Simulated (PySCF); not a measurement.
Compound: C₄H₆F (charge +1).
SMILES with atom numbers: `[CH2:1]=[CH:2][CH+:3][CH2:4][F:5]` (hydrogens: H6, H7 on C1; H8 on C2; H9 on C3; H10, H11 on C4)

A PySCF run (density fitting, gas phase, GFN2-xTB geometry) gave HOMO -17.51 eV, LUMO -6.05 eV.

Question: Which of these levels was it?
A. BHandHLYP/MINI
B. PBE0/pcSseg-1
C. HF/pcSseg-0
D. KT3/pcSseg-1
E. wB97X-D/def2-SVPD

Answer: C. It is HF/pcSseg-0. All candidates on this geometry:

```csv
level and settings,kind,basis functions,SCF cycles,E (Eh),HOMO (eV),LUMO (eV)
"KT3/pcSseg-1, grid level 4",GGA,115,17,-259.2250,-13.58,-10.59
PBE0/pcSseg-1,global hybrid,115,14,-255.2080,-14.85,-9.77
"BHandHLYP/MINI, grid level 4",global hybrid,31,12,-253.3160,-17.29,-11.11
wB97X-D/def2-SVPD,range-separated hybrid,151,12,-255.2643,-16.70,-7.97
"HF/pcSseg-0, damping 0.3 at the start, DIIS from the seventh cycle",Hartree–Fock,57,12,-253.4354,-17.51,-6.05
```

The nearest other candidate, by the summed differences of HOMO and LUMO, is wB97X-D/def2-SVPD: its HOMO differs by +0.81 eV and its LUMO by -1.92 eV. wB97X-D ran without the empirical dispersion term, which would shift the total energy alone. Cycle counts include a coarse-grid stage where the run had one. KT3 was designed for NMR shieldings or shifts; total energies of different functionals aren't comparable. At HF/pcSseg-0 the closed-shell solution lies near or past a triplet instability.

Shape of the structure used: `[CH2:1]=[CH:2][CH+:3][CH2:4][F:5]`: C1–C2–C3–C4 180°, C2–C3–C4–F5 0°.
